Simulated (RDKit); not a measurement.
RDKit input (MMFF94):

```python
from rdkit import Chem
from rdkit.Chem import AllChem, rdDetermineBonds

mol = Chem.MolFromXYZFile('mol.xyz')
rdDetermineBonds.DetermineBonds(mol, charge=0)
print('SMILES', Chem.MolToSmiles(Chem.RemoveHs(mol)))
ff = AllChem.MMFFGetMoleculeForceField(mol, AllChem.MMFFGetMoleculeProperties(mol))
e0 = ff.CalcEnergy()
flag = ff.Minimize(maxIts=5000, forceTol=1e-5)
print(f'energy {e0:.4f} -> {ff.CalcEnergy():.4f} kcal/mol, converged: {flag == 0}')
print(Chem.MolToXYZBlock(mol))
```
mol.xyz:
```
6

C     -0.00121882    -0.00583875     0.66227812
C      0.00121882     0.00583875    -0.66227812
H      0.01665750     0.91035156     1.24013365
H     -0.02119201    -0.93207417     1.22382087
H      0.02119201     0.93207417    -1.22382087
H     -0.01665750    -0.91035156    -1.24013365
```

**Question.** Which steric energies does it print, before and after the minimisation?

**Answer.** 8.33 and 8.20 kcal/mol. They count from the force field's own zero for this bonding and are no heats of formation.
